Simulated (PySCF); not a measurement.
# CH5OSi (SMILES [CH2][SiH2]O): levels of theory compared

Aim: a comparison of 6 runs (UMP2/STO-3G, UMP2/3-21G, UMP2/6-31G*, UMP2/6-31+G*, UMP2/6-311+G**, UMP2/6-311++G(2d,2p)) of CH5OSi. Input form: a Python script.

The results are computed with PySCF 2.14.0.

## Step 1: The structure to begin with

CH5OSi: 8 atoms, total charge 0, spin state doublet. As SMILES, `[CH2][SiH2]O`. The coordinates come from a PBE0-D4/def2-TZVP relaxation. This is one conformer, not always the lowest.

Bond lengths: C1–Si2 1.840 Å, Si2–O3 1.650 Å, C1–H4 1.086 Å, C1–H5 1.087 Å, Si2–H6 1.485 Å, Si2–H7 1.490 Å, O3–H8 0.958 Å. Angles: C1–Si2–O3 112.2°, C1–Si2–H6 111.4°, C1–Si2–H7 108.0°, O3–Si2–H6 104.2°, O3–Si2–H7 111.6°, Si2–C1–H4 122.8°, Si2–C1–H5 122.5°, Si2–O3–H8 117.1°, H6–Si2–H7 109.4°, H4–C1–H5 114.6°.

## Step 2: A single-point energy at UMP2/STO-3G (run 1)

Contents of run.py:

```python
from pyscf import gto, mp

molecule = gto.Mole()
molecule.atom = '''
C   -0.861500   0.517800  -0.791400
Si   0.654000  -0.005200   0.111100
O    0.302800  -0.724400   1.554400
H   -0.970800   0.416800  -1.867000
H   -1.703100   0.991500  -0.293300
H    1.495600   1.161100   0.480600
H    1.431000  -0.912300  -0.779800
H   -0.255800  -1.502300   1.529400
'''
molecule.verbose = 3
molecule.max_memory = 1860
molecule.basis = 'sto-3g'
molecule.charge = 0
molecule.spin = 1
molecule.build()

calc0 = molecule.UHF()
calc0.conv_tol = 1e-10
calc0.kernel()
if not calc0.converged:
    calc0 = calc0.newton().run(calc0.mo_coeff, calc0.mo_occ)

pt = mp.MP2(calc0, frozen=7).run()
e_final = pt.e_tot
print(f'total energy: {e_final:.8f} hartree')
```

Command:

```bash
OMP_NUM_THREADS=1 python run.py
```

What it wrote:

```text
converged SCF energy = -399.718440378381  <S^2> = 0.76646797  2S+1 = 2.0164007
E(UMP2) = -399.824407608574  E_corr = -0.105967230193534
E(SCS-UMP2) = -399.836515534041  E_corr = -0.118075155660415
total energy: -399.82440761 hartree
```

Run time: 0.78 s. Hardware: 1 thread of Arm Neoverse V1, shared host; peak memory 0.12 GiB.

## Step 3: A single-point energy at UMP2/3-21G (run 2)

Contents of calc.py:

```python
# [CH2][SiH2]O
from pyscf import gto, scf, mp

mol = gto.M(
    atom=[
    ('C', (-0.861500, 0.517800, -0.791400)),
    ('Si', (0.654000, -0.005200, 0.111100)),
    ('O', (0.302800, -0.724400, 1.554400)),
    ('H', (-0.970800, 0.416800, -1.867000)),
    ('H', (-1.703100, 0.991500, -0.293300)),
    ('H', (1.495600, 1.161100, 0.480600)),
    ('H', (1.431000, -0.912300, -0.779800)),
    ('H', (-0.255800, -1.502300, 1.529400)),
],
    verbose=3,
    max_memory=1860,
    basis='3-21g',
    spin=1,
)

mf = scf.UHF(mol)
mf.conv_tol = 1e-10
mf.kernel()
if not mf.converged:
    mf = mf.newton().run(mf.mo_coeff, mf.mo_occ)

pt = mp.MP2(mf, frozen=7).run()
etot = pt.e_tot
print('Final energy', etot)
```

Command:

```bash
OMP_NUM_THREADS=1 python calc.py
```

What it wrote:

```text
converged SCF energy = -402.394237495784  <S^2> = 0.76090216  2S+1 = 2.0108726
E(UMP2) = -402.634296898472  E_corr = -0.240059402687989
E(SCS-UMP2) = -402.637962460551  E_corr = -0.243724964766439
Final energy -402.63429689847203
```

Run time: 0.86 s. Hardware: 1 thread of Arm Neoverse V1, shared host; peak memory 0.12 GiB.

## Step 4: The energy at UMP2/6-31G(d) (spherical functions) (run 3)

Contents of calc.py:

```python
from pyscf import gto, mp

mol = gto.Mole()
mol.atom = '''
C       -0.861500       0.517800      -0.791400
Si       0.654000      -0.005200       0.111100
O        0.302800      -0.724400       1.554400
H       -0.970800       0.416800      -1.867000
H       -1.703100       0.991500      -0.293300
H        1.495600       1.161100       0.480600
H        1.431000      -0.912300      -0.779800
H       -0.255800      -1.502300       1.529400
'''
mol.spin = 1
mol.max_memory = 1860
mol.charge = 0
mol.basis = '6-31g*'
mol.verbose = 3
mol.build()

myscf = mol.UHF()
myscf.conv_tol = 1e-10
myscf.kernel()
if not myscf.converged:
    myscf = myscf.newton().run(myscf.mo_coeff, myscf.mo_occ)

pt = mp.MP2(myscf, frozen=7).run()
e_tot = pt.e_tot
print('E = %.10f Eh' % e_tot)
```

Command:

```bash
OMP_NUM_THREADS=1 python calc.py
```

What it wrote:

```text
converged SCF energy = -404.549758384715  <S^2> = 0.75998381  2S+1 = 2.009959
E(UMP2) = -404.909689727453  E_corr = -0.359931342737446
E(SCS-UMP2) = -404.907347814522  E_corr = -0.357589429806754
E = -404.9096897275 Eh
```

Run time: 1.3 s. Hardware: 1 thread of Arm Neoverse V1, shared host; peak memory 0.13 GiB.

Runs 4 to 5 aren't shown in full; the table further down has their settings and results.

## Step 5: A single-point energy at UMP2/6-311++G(2d,2p) (run 6)

Contents of start.xyz:

```xyz
8

C     -0.861500     0.517800    -0.791400
Si     0.654000    -0.005200     0.111100
O      0.302800    -0.724400     1.554400
H     -0.970800     0.416800    -1.867000
H     -1.703100     0.991500    -0.293300
H      1.495600     1.161100     0.480600
H      1.431000    -0.912300    -0.779800
H     -0.255800    -1.502300     1.529400
```

Contents of run.py:

```python
from pyscf import gto, mp

system = gto.Mole()
system.atom = 'start.xyz'
system.max_memory = 1860
system.basis = '6-311++g(2d,2p)'
system.verbose = 3
system.spin = 1
system.build()

mf = system.UHF()
mf.conv_tol = 1e-10
mf.kernel()
if not mf.converged:
    mf = mf.newton().run(mf.mo_coeff, mf.mo_occ)

pt = mp.MP2(mf, frozen=7).run()
e_final = pt.e_tot
print('E(%s) = %.9f' % ('MP2', e_final))
```

Command:

```bash
OMP_NUM_THREADS=1 python run.py
```

What it wrote:

```text
converged SCF energy = -404.630467361318  <S^2> = 0.76049535  2S+1 = 2.010468
E(UMP2) = -405.09457309775  E_corr = -0.464105736432282
E(SCS-UMP2) = -405.094981555714  E_corr = -0.464514194396398
E(MP2) = -405.094573098
```

Run time: 25 s. Hardware: 1 thread of Arm Neoverse V1, shared host; peak memory 0.83 GiB.

## Step 6: The series

```
run                               level  energy (Eh)  dipole moment (D) of the reference  HOMO energy (eV)  LUMO energy (eV)  wall time
  1                         UMP2/STO-3G  -399.824408                                1.35             -9.06              8.24     0.78 s
  2                          UMP2/3-21G  -402.634297                                2.27            -10.66              2.43     0.86 s
  3   UMP2/6-31G* (spherical functions)  -404.909690                                2.07            -10.56              2.35      1.3 s
  4  UMP2/6-31+G* (spherical functions)  -404.922723                                2.07            -10.62              1.20      1.8 s
  5                      UMP2/6-311+G**  -405.048874                                2.04            -10.64              1.14      5.1 s
  6                UMP2/6-311++G(2d,2p)  -405.094573                                1.90            -10.61              1.05       25 s
```

## Step 7: Summary of results

| quantity | value |
| --- | --- |
| run 6: total energy | -405.09457 Eh |
| run 6: dipole moment (Hartree–Fock density) | 1.90 D |
| run 6: HOMO energy (Hartree–Fock orbitals) (highest over α and β) | -10.61 eV |
| run 6: LUMO energy (Hartree–Fock orbitals) (lowest over α and β) | 1.05 eV |
| run 6: correlation energy (7 core orbitals frozen) | -464.1 mEh |
| run 6: ⟨S²⟩ of the reference determinant | 0.760 |

**Reading.** In run 1 the basis is minimal, so the values are rough. All runs together took 35 s, the longest 25 s.
